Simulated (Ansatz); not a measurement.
in.yaml

```yaml
crystal:
  periodic: [false, false, false]
  atoms:
    - {symbol: C, position_ang: [0.000000, 0.000000, 0.000000]}
    - {symbol: H, position_ang: [0.000000, 0.000000, 1.122532]}
basis:
  gaussian: {orbitals: cc-pVTZ}
total_charge: 1
correlation: {method: fic_mrcisd_q, electrons: outside_noble_gas, active_space: {window: {electrons: 4, orbitals: 5}, shells: [{species: C, l: s, shell: 2}, {species: C, l: p, shell: 2}, {species: H, l: s, shell: 1}]}}
```

```sh
$ ansatz run in.yaml --threads 1 --pin off --events-out ev --progress --plain --max-ram 2393MiB
```

Task: Roughly how long does this take on 1 thread of Arm Neoverse V1, shared host, and how much host memory?

Result: 0.63 s wall and 0.1 GiB.

```
489 factors; integrals over basis functions are off by at most 2.4e-7 eV
mean field evaluation 1: about -1031.3081 eV, gradient 7.2e0 eV
mean field evaluation 2: about -1031.3075 eV, gradient 7.2e0 eV
mean field evaluation 4: about -1031.5167 eV, gradient 3.1e-1 eV
mean field evaluation 8: about -1031.5173 eV, gradient 4.7e-5 eV
mean field -1031.51725858 eV, -37.9075600653 hartree, gradient 1.1e-6 eV, S^2 0.000000; 0 other end points of the search recorded, 0 dependent functions left out; unrestricted orbitals would lower it
reference -1031.51725858 eV, -37.9075600653 hartree; 3, 3 occupied and 41, 41 virtual orbitals, 489 factors
state -1033.36290168 eV, -37.9753861981 hartree
contracted CI cycle   1: correlation 0.00000000 eV, 0.0000000000 hartree, residual 1.15e1 eV
contracted CI cycle   2: correlation -1.22017731 eV, -0.0448406890 hartree, residual 2.63e0 eV
contracted CI cycle   3: correlation -1.28132067 eV, -0.0470876661 hartree, residual 6.41e-1 eV
contracted CI cycle   4: correlation -1.28486380 eV, -0.0472178739 hartree, residual 1.44e-1 eV
contracted CI cycle   5: correlation -1.28503839 eV, -0.0472242898 hartree, residual 3.29e-2 eV
contracted CI cycle   6: correlation -1.28504867 eV, -0.0472246675 hartree, residual 8.59e-3 eV
contracted CI cycle   7: correlation -1.28504937 eV, -0.0472246935 hartree, residual 2.30e-3 eV
contracted CI cycle   8: correlation -1.28504942 eV, -0.0472246951 hartree, residual 5.18e-4 eV
state -1033.36290168 eV, -37.9753861981 hartree; corrected -1034.67007047 eV, -38.0234237653 hartree
Total energy: -1034.67007047 eV, -38.0234237653 hartree
Checks for a lower state left out: starts, orbital_swaps
```

For the same geometry and basis full CI lies 18.8 meV lower.
